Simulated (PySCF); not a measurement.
Compound: lithium sodium, NaLi.
Z-matrix (Å and degrees, PBE0-D3(BJ)/def2-SVP geometry), rows numbered from 1:
```
Li
Na  1  2.9738
```

Computed with PySCF at PBE0/pcSseg-1 and CAM-B3LYP/def2-SVPD, non-relativistic, on one gas-phase PBE0-D3(BJ)/def2-SVP geometry that isn't relaxed in the solvent. The solvent is an IEF-PCM continuum (cavity from Bondi-type radii × 1.2). The model holds no explicit solvent molecules, cavitation or dispersion.

Gas phase at PBE0/pcSseg-1: HOMO -3.64 eV, LUMO -1.32 eV, dipole 0.41 D.

Problem. What does the continuum do to the energy, the frontier levels and the dipole at PBE0/pcSseg-1 in chloroform and water?

Solution. 
```
   solvent      ε  E(solvent) − E(gas) (kJ/mol)  polarisation term (kJ/mol)  distortion of the solute (kJ/mol)  HOMO (eV)  LUMO (eV)  dipole (D)
chloroform  4.711                        -11.15                      -14.14                               2.99      -3.53      -0.91        0.45
     water  78.36                        -17.25                      -23.55                               6.30      -3.56      -0.76        0.75
```

The polarisation term is half the interaction of the solute with the surface charges that it induces; the rest is the cost of distorting the solute's density. The sum is the electrostatic part of solvation alone. From chloroform to water the lowering changes by a factor 1.55, Onsager's factor (ε − 1)/(2ε + 1) by 1.38 and ε itself by 16.6.

Problem. Which Hirshfeld charges (PBE0/pcSseg-1) respond most in chloroform (means over atoms taken as equivalent)?

Solution. 
```json
{"atoms": "Li1", "environment": "lithium bonded to Na", "gas (e)": "-0.021", "solvent (e)": "+0.017", "change": "+0.038"}
{"atoms": "Na2", "environment": "sodium bonded to Li", "gas (e)": "+0.021", "solvent (e)": "-0.017", "change": "-0.038"}
```

Problem. How do the nuclear quadrupole coupling constants eQVzz/h respond in chloroform?

Solution. 
```
    nucleus  Q (barn)  gas (MHz)  solvent (MHz)  η gas  η solvent
23Na at Na2     0.104      -0.71          -1.15   0.00       0.00
```

Gas phase at CAM-B3LYP/def2-SVPD: HOMO -4.43 eV, LUMO -0.73 eV, dipole 0.06 D.

Problem. What does the continuum do to the energy, the frontier levels and the dipole at CAM-B3LYP/def2-SVPD in chloroform and water?

Solution. 
| solvent | ε | E(solvent) − E(gas) (kJ/mol) | polarisation term (kJ/mol) | distortion of the solute (kJ/mol) | HOMO (eV) | LUMO (eV) | dipole (D) |
| --- | --- | --- | --- | --- | --- | --- | --- |
| chloroform | 4.711 | -12.49 | -15.85 | 3.36 | -4.35 | -0.32 | 1.07 |
| water | 78.36 | -19.14 | -26.13 | 6.99 | -4.39 | -0.18 | 1.50 |

Problem. How does the static polarisability (CAM-B3LYP/def2-SVPD, frozen core, with the continuum's full static response) change?

Solution. 
```csv
medium,isotropic (au),principal values (au),⟨r²⟩ of the electrons (bohr²)
gas,220.4,"181.5, 181.5, 298.1",107.7
chloroform,363.3,"323.8, 323.8, 442.1",104.2
water,499.0,"490.4, 503.3, 503.3",102.7
```

The isotropic value in water is 2.26 times the gas-phase one; no cavity-field correction is applied. ⟨r²⟩ is taken about the centre of nuclear charge.

Time: 0.6 s wall. Hardware: an x86-64 server with one thread, shared host. This is the whole shielding run at PBE0/pcSseg-1 in water, SCF included.
